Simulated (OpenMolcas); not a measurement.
# AlNH4 (SMILES [NH2][AlH2]) at 6 levels

Aim: a comparison of 6 runs (HF/STO-3G, B2PLYP/STO-3G, B3LYP/STO-3G, ACPF/STO-3G, CISD/STO-3G, CCSD(T)/STO-3G) of AlNH4. 

The calculation is run with OpenMolcas 26.06.

1 further run of the same task is left out (set aside as unsound or not needed).

### Step 1. The structure to begin with

The species is AlNH4 (6 atoms), meant as a singlet with charge 0. As SMILES, `[NH2][AlH2]`. The shape comes from GFN2-xTB, which is rough for such elements, and wasn't checked as a minimum.

Bond lengths: N1–Al2 1.774 Å, N1–H3 1.014 Å, N1–H4 1.015 Å, Al2–H5 1.541 Å, Al2–H6 1.541 Å. Angles: N1–Al2–H5 122.2°, N1–Al2–H6 121.7°, Al2–N1–H3 127.2°, Al2–N1–H4 125.8°, H5–Al2–H6 116.2°, H3–N1–H4 107.1°.

### Step 2. A single-point energy at HF/STO-3G (run 1)

job.inp

```
&GATEWAY
 BasLib
 $CurrDir
 BasisSet
 N.STO-3G....
 N1 0.033300 -0.953610 0.082480 angstrom
 End of Basis
 BasisSet
 Al.STO-3G....
 Al2 -0.024060 0.812590 -0.075910 angstrom
 End of Basis
 BasisSet
 H.STO-3G....
 H3 0.544950 -1.604770 -0.502640 angstrom
 H4 -0.449880 -1.502170 0.786600 angstrom
 H5 0.093740 1.518160 -1.441160 angstrom
 H6 -0.198060 1.729800 1.150640 angstrom
 End of Basis

&SEWARD

&SCF
 Thresholds
 1e-10 1e-07 1e-07 1e-05
 PrOrbitals
 1 1
```

The basis set STO-3G is read from a file made from the Basis Set Exchange's data (not shown).

Launch:

```sh
$ export MOLCAS_MEM=1860
$ pymolcas job.inp > job.log
```

The program printed:

```text
--- Start Module: gateway ---
[...]
--- Stop Module: gateway /rc=_RC_ALL_IS_WELL_ ---
--- Start Module: seward ---
[...]
      Basis functions           18
--- Stop Module: seward /rc=_RC_ALL_IS_WELL_ ---
--- Start Module: scf ---
[...]
       Convergence after  10 Iterations
[...]
::    Total SCF energy                               -295.0859884491
[...]
      Total spin, S                                     0.0000000000
[...]
      Total electronic charge=   24.000000
      Total            charge=   -0.000000
[...]
      Dipole Moment (debye):
      Origin of the operator (angstrom)=   -0.0043    0.1936   -0.0200
                   X=  1.5982E-02               Y= -5.3873E-01               Z=  4.1102E-02           Total=  5.4053E-01
      Quadrupole Moment (debye*angstrom):
[...]
--- Stop Module: scf /rc=_RC_ALL_IS_WELL_ ---
[...]
```

Wall time 1.7 s (1 thread of Arm Neoverse V1, shared host); peak memory 0.37 GiB.

### Step 3. A single-point energy at B2PLYP/STO-3G (run 2)

job.inp

```
>>> EXPORT MOLCAS_PRINT=2

&GATEWAY
  BasLib=$CurrDir
  BasisSet
  N.STO-3G....
  N1 0.033300 -0.953610 0.082480 angstrom
  End of Basis
  BasisSet
  Al.STO-3G....
  Al2 -0.024060 0.812590 -0.075910 angstrom
  End of Basis
  BasisSet
  H.STO-3G....
  H3 0.544950 -1.604770 -0.502640 angstrom
  H4 -0.449880 -1.502170 0.786600 angstrom
  H5 0.093740 1.518160 -1.441160 angstrom
  H6 -0.198060 1.729800 1.150640 angstrom
  End of Basis

&SEWARD
  GridInput
  Grid=UltraFine
  End of Grid

&SCF
  KSDFT=B2PLYP_SCF
  Thresholds=1e-10 1e-07 1e-07 1e-05
  PrOrbitals=1 1

&MBPT2
  Frozen=6
```

The basis set STO-3G is read from a file made from the Basis Set Exchange's data (not shown).

Launch:

```sh
$ export MOLCAS_MEM=1860
$ pymolcas job.inp > job.log
```

The program printed:

```text
--- Start Module: gateway ---
[...]
--- Stop Module: gateway /rc=_RC_ALL_IS_WELL_ ---
[...]
      Basis functions           18
[...]
--- Start Module: scf ---
[...]
       Convergence after  11 Iterations
[...]
::    Total KS-DFT energy                            -295.6718186291
[...]
      Total spin, S                                     0.0000000000
[...]
      Total electronic charge=   24.000000
      Total            charge=   -0.000000
[...]
      Dipole Moment (debye):
      Origin of the operator (angstrom)=   -0.0043    0.1936   -0.0200
                   X=  2.3669E-02               Y= -8.0553E-01               Z=  6.6703E-02           Total=  8.0863E-01
      Quadrupole Moment (debye*angstrom):
[...]
--- Stop Module: scf /rc=_RC_ALL_IS_WELL_ ---
[...]
--- Start Module: mbpt2 ---
[...]
 ###    WARNING: MP2 implementation intended for RHF references only         ###
 ###############################################################################
MBPT2 WARNING: Reference function according to RunFile:KS-DFT
I'll assume you know what you're doing and continue
WARNING!
Default frozen orbitals as non valence orbitals is overwritten by user input.
Default values:   3
[...]
       Reference weight ( Cref**2 )         =        0.94544
::    Total MBPT2 energy                             -295.7710358419
[...]
      Total MBPT2 calculations                           0.03      0.04
--- Stop Module: mbpt2 /rc=_RC_ALL_IS_WELL_ ---
[...]
```

It took 4.8 s on 1 thread of Arm Neoverse V1, shared host; peak memory 0.37 GiB.

Runs 3 to 4 aren't shown in full; the table further down has their settings and results.

### Step 4. The energy at CISD/STO-3G (run 5)

job.input

```
* AlH4N CISD
>>> EXPORT MOLCAS_PRINT=2
&GATEWAY
BasLib
$CurrDir
BasisSet
N.STO-3G....
N1 0.033300 -0.953610 0.082480 angstrom
End of Basis
BasisSet
Al.STO-3G....
Al2 -0.024060 0.812590 -0.075910 angstrom
End of Basis
BasisSet
H.STO-3G....
H3 0.544950 -1.604770 -0.502640 angstrom
H4 -0.449880 -1.502170 0.786600 angstrom
H5 0.093740 1.518160 -1.441160 angstrom
H6 -0.198060 1.729800 1.150640 angstrom
End of Basis
&SEWARD
&SCF
Thresholds
1e-10 1e-07 1e-07 1e-05
PrOrbitals
1 1
&MOTRA
Frozen
6
&GUGA
Electrons
12
Spin
1
Inactive
6
Active
0
CIAll
1
&CPF
SDCI
```

The basis set STO-3G is read from a file made from the Basis Set Exchange's data (not shown).

Launch:

```sh
$ export MOLCAS_MEM=1860
$ pymolcas job.input > job.log
```

The program printed:

```text
--- Start Module: gateway ---
[...]
--- Stop Module: gateway /rc=_RC_ALL_IS_WELL_ ---
[...]
      Basis functions           18
[...]
       Convergence after  10 Iterations
[...]
::    Total SCF energy                               -295.0859884491
[...]
      Total spin, S                                     0.0000000000
[...]
      *** WARNING: Default frozen orbitals is overwritten by user input.
      *** Default values:   3
[...]
--- Start Module: guga ---
[...]
--- Stop Module: guga /rc=_RC_ALL_IS_WELL_ ---
--- Start Module: cpf ---
[...]
      Active orbitals                            0       0
[...]
      Spin quantum number                      0.0
[...]
     FINAL CI ENERGY          -295.18209217
     FINAL CORRELATION ENERGY   -0.09610372  REFERENCE ENERGY    -295.08598845
[...]
     REL. CI ENERGY           -295.18209217
[...]
      Total electronic charge=   24.000000
      Total            charge=    0.000000
[...]
      Dipole Moment (debye):
      Origin of the operator (angstrom)=   -0.0043    0.1936   -0.0200
                   X=  2.4754E-02               Y= -8.2176E-01               Z=  6.7659E-02           Total=  8.2491E-01
      Quadrupole Moment (debye*angstrom):
[...]
--- Stop Module: cpf /rc=_RC_ALL_IS_WELL_ ---
[...]
```

Run time: 1.8 s. Hardware: 1 thread of Arm Neoverse V1, shared host; peak memory 0.37 GiB.

### Step 5. The energy at CCSD(T)/STO-3G (run 6)

job.inp

```
* AlH4N CCSD(T)

&GATEWAY
  BASLIB = $CurrDir
  BASISSET
  N.STO-3G....
  N1 0.033300 -0.953610 0.082480 angstrom
  End of Basis
  BASISSET
  Al.STO-3G....
  Al2 -0.024060 0.812590 -0.075910 angstrom
  End of Basis
  BASISSET
  H.STO-3G....
  H3 0.544950 -1.604770 -0.502640 angstrom
  H4 -0.449880 -1.502170 0.786600 angstrom
  H5 0.093740 1.518160 -1.441160 angstrom
  H6 -0.198060 1.729800 1.150640 angstrom
  End of Basis

&SEWARD

&SCF
  THRESHOLDS = 1e-10 1e-07 1e-07 1e-05
  PRORBITALS = 1 1

&RASSCF
  FILEORB = $Project.ScfOrb
  SPIN = 1
  NACTEL = 0 0 0
  INACTIVE = 12
  RAS2 = 0
  OUTORBITALS = Canonical
  ORBLISTING = Nothing

&MOTRA
  JOBIPH
  FROZEN = 6

&CCSDT
  CCT
  TRIPLES = 2
  ITERATIONS = 80
  ACCURACY = 1e-08
  EXTRAPOLATION = 5 4
```

The basis set STO-3G is read from a file made from the Basis Set Exchange's data (not shown).

Launch:

```sh
$ export MOLCAS_MEM=1860
$ pymolcas job.inp > job.log
```

The program printed:

```text
--- Start Module: gateway ---
[...]
--- Stop Module: gateway /rc=_RC_ALL_IS_WELL_ ---
[...]
      Basis functions           18
[...]
       Convergence after  10 Iterations
[...]
::    Total SCF energy                               -295.0859884491
[...]
      Total spin, S                                     0.0000000000
[...]
      Number of active orbitals                  0
[...]
      Spin quantum number                      0.0
[...]
      Active orbitals                            0
[...]
      Number of CSFs                             1
[...]
      Number of root(s) required                 1
[...]
      Convergence after  4 iterations
[...]
      Natural orbitals and occupation numbers for root  1
      ************************************************************************************************************************
      *                                                    Final results                                                     *
      ************************************************************************************************************************
[...]
::    RASSCF root number  1 Total energy:   -295.08598845
[...]
      Total electronic charge=   24.000000
      Total            charge=   -0.000000
[...]
      Dipole Moment (debye):
      Origin of the operator (angstrom)=   -0.0043    0.1936   -0.0200
                   X=  1.5982E-02               Y= -5.3873E-01               Z=  4.1102E-02           Total=  5.4053E-01
      Quadrupole Moment (debye*angstrom):
[...]
--- Start Module: motra ---
[...]
      *** WARNING: Default frozen orbitals is overwritten by user input.
      *** Default values:   3
[...]
--- Stop Module: motra /rc=_RC_ALL_IS_WELL_ ---
--- Start Module: ccsdt ---
[...]
      Convergence after                    14  Iterations
      Total energy (diff) :    -295.18646624      -0.00000000
[...]
 METHOD                       : CCSD+T(CCSD)+<T3(1)WT1> = CCSD(T)
[...]
       CCSD     =      -295.1864662431232
[...]
--- Stop Module: ccsdt /rc=_RC_ALL_IS_WELL_ ---
[...]
```

Run time: 2.3 s. Hardware: 1 thread of Arm Neoverse V1, shared host; peak memory 0.37 GiB.

### Step 6. All runs side by side

| run | level | frozen core orbitals | integration grid | energy (Eh) | dipole moment (D) of the reference | HOMO energy (eV) | LUMO energy (eV) | wall time |
| --- | --- | --- | --- | --- | --- | --- | --- | --- |
| 1 | HF/STO-3G | – | – | -295.085988 | 0.54 | -7.51 | 9.59 | 1.7 s |
| 2 | B2PLYP/STO-3G | 6 | UltraFine | -295.698607 | 0.81 | -4.87 | 6.79 | 4.8 s |
| 3 | B3LYP/STO-3G | – | UltraFine | -295.936794 | 1.06 | -3.10 | 4.90 | 5.1 s |
| 4 | ACPF/STO-3G | 6 | – | -295.187301 | 0.54 | -7.51 | 9.59 | 1.8 s |
| 5 | CISD/STO-3G | 6 | – | -295.182092 | 0.54 | -7.51 | 9.59 | 1.8 s |
| 6 | CCSD(T)/STO-3G | 6 | – | -295.188080 | 0.54 | -7.51 | 9.59 | 2.3 s |

### Step 7. What came out

| quantity | value |
| --- | --- |
| run 6: total energy | -295.18808 Eh |
| run 6: dipole moment (mean-field density) | 0.54 D |
| run 6: HOMO energy (Hartree–Fock orbitals) | -7.51 eV |
| run 6: LUMO energy (Hartree–Fock orbitals) | 9.59 eV |
| run 6: HOMO–LUMO gap (Hartree–Fock orbitals) | 17.11 eV |
| run 6: correlation energy (6 core orbitals frozen) | -102.1 mEh |
| run 6: (T) correction | -1.61 mEh |

Below the HF energy at the same shape and in the same basis (STO-3G): ACPF -101.3 mEh; CISD -96.1 mEh; CCSD(T) -102.1 mEh. Over runs 1, 2, 3 the dipole moment (its size) runs from 0.54 D (HF/STO-3G) to 1.06 D (B3LYP/STO-3G). Over runs 1, 2, 3 the HOMO–LUMO gap runs from 8.01 eV (B3LYP/STO-3G) to 17.11 eV (HF/STO-3G). Exact exchange widens orbital gaps. For B2PLYP the log adds the whole second-order term; the table takes 0.27 of it, as the functional is defined. Totals of different functionals can't be ranked against each other. In runs 1, 2, 3, 4, 5, 6 the basis is minimal, so the values are rough. All runs together took 18 s, the longest 5.1 s.
